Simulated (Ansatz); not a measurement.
What does this script print? It uses the Ansatz DFT code, driven from Python.

The script reads `b2h7p.xyz`:
```text
10

B     1.66830    0.39550    0.24310
P     0.19870   -0.46590   -0.55980
B    -1.40030    0.09470    0.28450
H     2.51710   -0.24320    0.75890
H     1.73650    1.57450    0.23640
H     0.14880   -0.13170   -1.92620
H     0.33820   -1.85960   -0.42050
H    -1.36290   -0.19570    1.43910
H    -2.32950   -0.44380   -0.23020
H    -1.51480    1.27520    0.17470
```

`b2h7p_opt.py`
```python
"""Geometry optimisation of B2H7P."""

from dataclasses import dataclass
import itertools

import ansatz
from ase.data import atomic_numbers, covalent_radii
import numpy as np
import pandas as pd


@dataclass(frozen=True)
class Settings:
    basis_set: str = "6-31G*"
    functional: str = "hf"


settings = Settings()

system = ansatz.Crystal.molecule_from_extxyz("b2h7p.xyz")

base = system.calculation().basis(gaussian=settings.basis_set).functional(settings.functional)
symbols = [site.symbol for site in system.cartesian_sites]
start = np.array([site.position_ang for site in system.cartesian_sites], dtype=float)
def progress(event):
    if event["event"] == "relax_step":
        row = event["data"]
        print(f"step {row['step']:3d}  E = {row['lagrangian_ev']:.6f} eV  largest force component {row['allowed_force_max_ev_ang']:.4f} eV/A")


rep = base.relax(force_tolerance=0.01).session().plan().execute(on_event=progress).report
end = np.array(rep["positions_ang"])

print(f"E = {rep['free_energy_ev']:.6f} eV = {rep['free_energy_ev'] / 27.211386246:.7f} Ha")
print("converged:", rep["converged"], " doubts:", rep["published_state_doubts"] or "none")

# pairs closer than 1.2 times the sum of covalent radii, before or after
radius = [covalent_radii[atomic_numbers[s]] for s in symbols]
span = lambda where, i, j: np.linalg.norm(where[i] - where[j])
bonded = [(i, j) for i, j in itertools.combinations(range(len(symbols)), 2) if min(span(start, i, j), span(end, i, j)) < 1.2 * (radius[i] + radius[j])]
print("pair        before    after (A)")
for i, j in bonded:
    print(f"{symbols[i]}{i}-{symbols[j]}{j}".ljust(10), f"{span(start, i, j):8.4f} {span(end, i, j):8.4f}")
for first, second in list(itertools.combinations(bonded, 2)):
    shared = set(first) & set(second)
    if shared and symbols[(j := shared.pop())] != "H":
        i, k = sorted((set(first) | set(second)) - {j})
        u, v = end[i] - end[j], end[k] - end[j]
        angle = np.degrees(np.arccos(np.clip(u @ v / np.linalg.norm(u) / np.linalg.norm(v), -1, 1)))
        print(f"final angle {symbols[i]}{i}-{symbols[j]}{j}-{symbols[k]}{k}: {angle:.2f} deg")

charges = rep["charge_distribution"]
table = pd.DataFrame({"atom": symbols, "mulliken": charges["mulliken_charges_e"], "lowdin": charges["lowdin_charges_e"]})
print(table.round(3).to_string())
print("dipole (e A):", np.round(charges["dipole_moment_e_ang"], 4) + 0.0)
```

```console
$ python b2h7p_opt.py
step   1  E = -10723.800383 eV  largest force component 1.7255 eV/A
step   2  E = -10724.044296 eV  largest force component 1.0770 eV/A
step   3  E = -10724.121762 eV  largest force component 0.5526 eV/A
step   4  E = -10724.159211 eV  largest force component 0.2645 eV/A
step   5  E = -10724.170844 eV  largest force component 0.1604 eV/A
step   6  E = -10724.176453 eV  largest force component 0.0428 eV/A
step   7  E = -10724.176761 eV  largest force component 0.0259 eV/A
step   8  E = -10724.177106 eV  largest force component 0.0127 eV/A
step   9  E = -10724.177202 eV  largest force component 0.0083 eV/A
E = -10724.177202 eV = -394.1062431 Ha
converged: True  doubts: none
pair        before    after (A)
B0-P1        1.8832   1.9279
B0-H3        1.1809   1.1833
B0-H4        1.1810   1.1833
P1-B2        1.8931   2.0747
P1-H5        1.4076   1.3915
P1-H6        1.4076   1.3915
B2-H7        1.1911   1.2049
B2-H8        1.1909   1.2032
B2-H9        1.1911   1.2048
final angle P1-B0-H3: 119.32 deg
final angle P1-B0-H4: 119.31 deg
final angle B0-P1-B2: 113.07 deg
final angle B0-P1-H5: 105.80 deg
final angle B0-P1-H6: 105.80 deg
final angle H3-B0-H4: 121.25 deg
final angle B2-P1-H5: 114.79 deg
final angle B2-P1-H6: 114.82 deg
final angle P1-B2-H7: 102.55 deg
final angle P1-B2-H8: 103.10 deg
final angle P1-B2-H9: 102.50 deg
final angle H5-P1-H6: 101.38 deg
final angle H7-B2-H8: 115.45 deg
final angle H7-B2-H9: 115.00 deg
final angle H8-B2-H9: 115.44 deg
  atom  mulliken  lowdin
0    B     0.060  -0.104
1    P     0.242   0.570
2    B    -0.089  -0.540
3    H     0.012   0.038
4    H     0.012   0.038
5    H     0.007  -0.005
6    H     0.007  -0.005
7    H    -0.088   0.002
8    H    -0.073   0.004
9    H    -0.088   0.002
dipole (e A): [ 0.8709 -0.186  -0.3912]
```

What to keep in mind:
- Total energies depend on the basis set; only differences at equal settings carry meaning.
- The end point is the stationary point reached from this start; no frequency run checks that it is a minimum, and the basis set is modest.
- The Löwdin charges here are taken after orthogonalising the functions within each atom; they differ from plain Löwdin charges, and their signs can be unphysical.
- It ran for 14 s on 1 thread of AMD EPYC 7R43 64-Core Processor (Zen 3) (shared host), peak memory 0.22 GiB.
